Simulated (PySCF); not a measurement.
## `[BH3-]O` ([BH4O]-): proton affinities at several levels

Optimised structure (Å), atoms numbered from 1:
```
B    -0.3545    0.0005   -0.0226
O     1.0219   -0.4459   -0.4206
H    -0.5196    1.2435   -0.2139
H    -1.1968   -0.6226   -0.7071
H    -0.5864   -0.2246    1.2041
H     1.6436    0.0485    0.1152
```

All levels share the PBE0-D3(BJ)/ma-def2-SVP structures and the PBE0-D3(BJ)/ma-def2-SVP thermal terms; only the single-point energies (PySCF) change. Values are proton affinities (298 K, kJ/mol).

| level | O2 | time |
| --- | --- | --- |
| MP2/ma-def2-TZVP | 1376 | 2.4 s |
| PBE0-D3(BJ)/ma-def2-TZVP | 1382 | – |
| CCSD(T)/ma-def2-TZVP | 1383 | 38 s |
| HF/ma-def2-TZVP | 1404 | 0.6 s |

Times are wall times for all single points of a level on 1 thread of Arm Neoverse V2, a shared host; the dash marks the run that also made the structures.

Hartree-Fock leaves out electron correlation, so its proton affinities can be off by tens of kJ/mol.

The spread: 28 kJ/mol, from 1376 to 1404.

Note: protonation of a hydridic H, with loss of H₂, was not considered.
